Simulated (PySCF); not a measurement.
# C2H4Cl2: the cost of one run

The runs use PySCF 2.14.0; levels as typed in each script, gas phase, geometry from start geometry of a pair search.

## (1) The starting structure

SMILES `C=C.ClCl`, 8 atoms, charge 0, spin multiplicity 1.

Bond lengths: C1–C2 1.317 Å, C1–H3 1.078 Å, C1–H4 1.077 Å, C2–H5 1.078 Å, C2–H6 1.079 Å, Cl7–Cl8 2.012 Å. Angles: C2–C1–H3 121.9°, C2–C1–H4 122.1°, H3–C1–H4 116.0°, C1–C2–H5 121.9°, C1–C2–H6 122.0°, H5–C2–H6 116.1°.

Geometry (Å):

```mol
C2H4Cl2
  3D, bonds by distance, orders not assigned

  8  6  0  0  0  0  0  0  0  0999 V2000
   -2.4282   -0.5007   -0.2542 C   0  0
   -2.2831    0.7216    0.2129 C   0  0
   -2.1109   -0.7730   -1.2480 H   0  0
   -2.8788   -1.2863    0.3294 H   0  0
   -2.6092    0.9956    1.2034 H   0  0
   -1.8339    1.5087   -0.3730 H   0  0
    0.9731   -1.0451    0.0941 Cl  0  0
    1.2446    0.9410   -0.0744 Cl  0  0
  1  2  8  0
  1  3  8  0
  1  4  8  0
  2  5  8  0
  2  6  8  0
  7  8  8  0
M  END
```

## (2) Binding of the two fragments (CAM-B3LYP/def2-tzvp)

Contents of input.py:

```python
import numpy as np
from pyscf import gto, scf, dft
from pyscf.scf import atom_ks, atom_hf
from scipy.linalg import block_diag
from pyscf.dispersion import dftd3

def solve(mol, dm0=None, hcore=None):
    mf = (dft.UKS if mol.spin else dft.RKS)(mol, xc='camb3lyp')
    mf.grids.level = 3
    mf = mf.density_fit(auxbasis='def2-universal-jkfit')
    mf.conv_tol, mf.max_cycle = 1e-8, 80
    if hcore is not None:
        mf.get_hcore = lambda *args: hcore
    mf.kernel(dm0)
    if not mf.converged:
        mf = mf.newton().run(mf.mo_coeff, mf.mo_occ, max_cycle=30)
    assert mf.converged, 'SCF not converged'
    return mf

mol = gto.M(atom='''
C     -2.42815    -0.50071    -0.25418
C     -2.28312     0.72158     0.21290
H     -2.11089    -0.77302    -1.24797
H     -2.87881    -1.28634     0.32943
H     -2.60922     0.99560     1.20344
H     -1.83392     1.50865    -0.37295
Cl     0.97312    -1.04514     0.09411
Cl     1.24455     0.94101    -0.07437
''', basis='def2-tzvp', charge=0, spin=0, verbose=4)
mol_a = gto.M(atom='''
C     -2.42815    -0.50071    -0.25418
C     -2.28312     0.72158     0.21290
H     -2.11089    -0.77302    -1.24797
H     -2.87881    -1.28634     0.32943
H     -2.60922     0.99560     1.20344
H     -1.83392     1.50865    -0.37295
ghost-Cl     0.97312    -1.04514     0.09411
ghost-Cl     1.24455     0.94101    -0.07437
''', basis='def2-tzvp', charge=0, spin=0, verbose=4)
mol_b = gto.M(atom='''
ghost-C     -2.42815    -0.50071    -0.25418
ghost-C     -2.28312     0.72158     0.21290
ghost-H     -2.11089    -0.77302    -1.24797
ghost-H     -2.87881    -1.28634     0.32943
ghost-H     -2.60922     0.99560     1.20344
ghost-H     -1.83392     1.50865    -0.37295
Cl     0.97312    -1.04514     0.09411
Cl     1.24455     0.94101    -0.07437
''', basis='def2-tzvp', charge=0, spin=0, verbose=4)
ab, a, b = solve(mol), solve(mol_a), solve(mol_b)
e_int = ab.e_tot - a.e_tot - b.e_tot
print('counterpoise-corrected interaction energy / kcal/mol', e_int * 627.5095)
def disp(atoms, charge):
    m = gto.M(atom=atoms, charge=charge, basis='sto-3g', spin=None, unit='Bohr', verbose=0)
    return dftd3.DFTD3Dispersion(m, xc='camb3lyp', version='d3bj').get_dispersion()['energy']
e_disp = disp(mol._atom, mol.charge) - disp(mol._atom[:6], mol_a.charge) - disp(mol._atom[6:], mol_b.charge)
print('D3(BJ) part / kcal/mol', e_disp * 627.5095)
# spherically averaged free atoms, for the promolecule
atm = atom_ks.get_atm_nrks(mol, xc='camb3lyp')
pro = block_diag(*[(atm[a[0]][2] * atm[a[0]][3]) @ atm[a[0]][2].T for a in mol._atom])
np.savez('result.npz', e_int=e_int, e_disp=e_disp, dm_a=a.make_rdm1(), dm_b=b.make_rdm1(), c=ab.mo_coeff, occ=ab.mo_occ, eps=ab.mo_energy, pro=pro, d=[f.dip_moment(verbose=0) for f in (ab, a, b)])
```

Command:

```console
$ OMP_NUM_THREADS=1 python input.py
```

**Question.** How long does this run take on 1 thread of Intel Xeon Platinum 8259CL at 2.50GHz (Skylake/Cascade Lake), shared host, and how much memory does it need?

About 37 s, with a peak of 0.77 GiB.
